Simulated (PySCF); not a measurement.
A GIAO shielding run with PySCF 2.14.0 with density-fitted response routines (density fitting, non-relativistic, gas phase) on SMILES Cn1ccnc1, C$_{4}$H$_{6}$N$_{2}$:

```
$ OMP_NUM_THREADS=1 python probes_run.py task.json out

{"job": {"kind": "nmr", "xc": "WP04", "basis": "pcSseg-2", "pop": false}, "charge": 0, "multiplicity": 1}
C     -1.603119    -0.210826     0.423481
N     -0.232941     0.037240     0.059220
C      0.766453    -0.896297    -0.058993
C      1.883193    -0.191581    -0.444185
N      1.591104     1.136626    -0.564847
C      0.322626     1.240158    -0.257345
H     -1.667656    -0.689350     1.412298
H     -2.100109    -0.857357    -0.315885
H     -2.141978     0.744570     0.466332
H      0.596674    -1.951968     0.139872
H      2.881963    -0.580882    -0.639566
H     -0.262382     2.161155    -0.242004
```

Hardware: 1 thread of an Arm Neoverse V1, shared host. The job also computes ring-centre shieldings.

**Question.** How large is the calculation?

**Answer.** 44 electrons, 300 basis functions and 774 auxiliary functions.

**Question.** How long does it take, and how much memory does it need?

**Answer.** 33 s of wall time, with 16 SCF cycles and 4 response iterations; peak memory 1.2 GiB. Times on a shared host scatter by some tens of per cent.

**Question.** And these other runs on the same molecule and hardware: GIAO shielding at B97-2/pcSseg-2; GIAO shielding at BHandHLYP/pcSseg-2; GIAO shielding at CAM-B3LYP/pcSseg-2; GIAO shielding at LC-wPBE/pcSseg-2; GIAO shielding at wB97X-D/pcSseg-2?

**Answer.** B97-2/pcSseg-2: 300 functions, 32 s; BHandHLYP/pcSseg-2: 300 functions, 31 s; CAM-B3LYP/pcSseg-2: 300 functions, 44 s; LC-wPBE/pcSseg-2: 300 functions, 59 s; wB97X-D/pcSseg-2: 300 functions, 42 s.
